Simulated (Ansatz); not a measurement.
Results of PBE (Ansatz, a program for electronic structure, plane waves, PAW) for α-N2.

Settings: plane-wave cutoff 520 eV, 6×6×6 k mesh, Fermi–Dirac smearing 0.01 eV, scalar-relativistic PAW data made under PBE.

Cell (relaxed at this level):

```xyz
8
Lattice="6.1926 0.0000 0.0000 0.0000 6.1926 0.0000 0.0000 0.0000 6.1926" Properties=species:S:1:pos:R:3 pbc="T T T"
N      5.8745     3.4144     2.7782
N      2.7782     5.8745     3.4144
N      5.8745     5.8745     5.8745
N      0.3181     0.3181     0.3181
N      3.4144     2.7782     5.8745
N      3.4144     0.3181     2.7782
N      2.7782     3.4144     0.3181
N      0.3181     2.7782     3.4144
```

Q: Predict the band gap and smallest direct gap on the k points sampled.

A: 
- band gap = 7.71 eV
- smallest direct gap on the k points sampled = 7.72 eV

Note: the cell comes from a level without a dispersion term, which matters for the spacing of layers, chains or molecules.
